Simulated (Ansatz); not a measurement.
**How the elastic constant C11 of fluorite SrCl2 moves with the method**

No measured value is used here.

```tsv
level (code)	value (GPa)	cell (Å³/atom)
PBE (Ansatz)	(withheld)	29.09
r²SCAN (Ansatz)	73.8	28.52
Hartree–Fock (Ansatz)	66.0	31.36
```

Problem. Fill in the missing entries.

Solution. 
- PBE (Ansatz, an electronic-structure program), value (GPa): 66.7

Each level is taken at its own relaxed cell. Cutoffs differ between the levels. Ansatz's density-functional and Hartree–Fock values are scalar-relativistic unless marked +SOC, with PAW data made under PBE.
